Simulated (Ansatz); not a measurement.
Geometry optimisation, UKS B3LYP-D4/cc-pVDZ (Ansatz 0.2.0).

Input file:

```yaml
crystal:
  periodic: [false, false, false]
  atoms:
    - { symbol: S, position_ang: [-1.41763, -0.37031, 0.92174] }
    - { symbol: O, position_ang: [-0.43663, 0.75108, 0.33474] }
    - { symbol: S, position_ang: [0.95692, 0.48168, -0.60028] }
    - { symbol: H, position_ang: [1.3362, 1.76401, -0.75887] }
magnetization:
  spin_polarized: true
  initial_magnetization: 1
basis:
  gaussian: { orbitals: cc-pVDZ }
hamiltonian:
  xc: b3lyp
  dispersion: d4
relax:
  f_tol: 0.015
  max_steps: 40
output:
  orbitals: {}
```

Launched with:

```bash
$ ansatz run input.yaml --threads 1 --pin off --max-ram 2048MiB --backend cpu --events-out ev --progress --plain --runs-dir out
```

Where does it end, and by what steps?

The run converged. After 5 steps the energy has fallen by 0.180 eV; O2 moved furthest, 0.10 Å.

```json
{"step": "0", "energy less start (eV)": "0.0000", "largest force component (eV/Å)": "2.510", "accepted": "yes"}
{"step": "1", "energy less start (eV)": "-0.1239", "largest force component (eV/Å)": "1.296", "accepted": "yes"}
{"step": "2", "energy less start (eV)": "-0.1765", "largest force component (eV/Å)": "0.156", "accepted": "yes"}
{"step": "3", "energy less start (eV)": "-0.1796", "largest force component (eV/Å)": "0.084", "accepted": "yes"}
{"step": "4", "energy less start (eV)": "-0.1800", "largest force component (eV/Å)": "0.029", "accepted": "yes"}
{"step": "5", "energy less start (eV)": "-0.1801", "largest force component (eV/Å)": "0.003", "accepted": "yes"}
```

```xyz
4
Properties=species:S:1:pos:R:3
S -1.391 -0.405 0.897
O -0.451 0.849 0.357
S 0.969 0.436 -0.608
H 1.311 1.746 -0.748
```

Whether the end is a true minimum wasn't checked by a vibrational analysis.

Time of the run: 9.3 s on 1 thread of Intel(R) Xeon(R) 6975P-C (Granite Rapids), with other jobs on the host, peak memory 0.15 GiB.
